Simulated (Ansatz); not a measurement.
formic acid cation (CH2O2), SMILES O=CO (connectivity only; charge and spin as stated), charge +1, multiplicity 2.

Geometry: B3LYP-D3(BJ)/def2-TZVP. The multiplicity is an assumed one; other spin states were not compared. One conformer was computed; it need not be the lowest.

Two levels are set side by side: PBE/def2-TZVPD (Ansatz, an electronic-structure program) and CAM-B3LYP/def2-TZVPD (Ansatz). Energy differences of separate SCF runs at the same geometry; the states with an electron removed or added have multiplicity 3 and 1. Differences are taken from unrounded values.

| quantity | CAM-B3LYP | PBE | PBE minus CAM-B3LYP |
|---|---|---|---|
| vertical ionisation energy (eV) | 21.60 | 21.35 | -0.25 |
| vertical electron affinity (eV) | 10.97 | 10.87 | -0.11 |

Here PBE gives about what the other level gives.
